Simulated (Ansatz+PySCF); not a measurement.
Values are calculated unless marked as measured or tabulated.
# Several solutions for singlet CH₃F

```xyz
5

C     0.0000    0.0000   -0.6187
F     0.0000    0.0000    2.1081
H     0.0000   -1.0360   -0.9966
H    -0.8972    0.5180   -0.9966
H     0.8972    0.5180   -0.9966
```

Basis set: STO-3G (spherical functions). Charge 0, multiplicity 1.

UHF was run from several starts with Ansatz (development build ahead of 0.2.0) and PySCF 2.14.0.

| run | program | start | converged | energy (hartree) | <S²> |
| --- | --- | --- | --- | --- | --- |
| A | PySCF | guess atom, instabilities followed | yes | -137.05566 | 1.00 |
| B | Ansatz | search for the lowest state | yes | -137.05566 | 1.00 |
| C | PySCF | program defaults | yes | -136.79970 | 0.00 |
| D | PySCF | guess minao, instabilities followed | yes | -137.05566 | 1.00 |
| E | Ansatz | stability test followed | yes | -137.05566 | 1.00 |
| F | PySCF | guess 1e, instabilities followed | yes | -137.05566 | 1.00 |
| G | PySCF | guess huckel, instabilities followed | yes | -137.05566 | 1.00 |

Question: Which runs reached the lowest solution of this kind, and what is wrong with the others?

Answer: A, B, D, E, F, G reached the lowest solution found. Converged but too high: C by 6.96 eV. Convergence only shows a stationary point, and even a stable one can lie too high; stability tests and further starts are what find lower ones. Caution: the unrestricted determinant is a mixture of spin states.
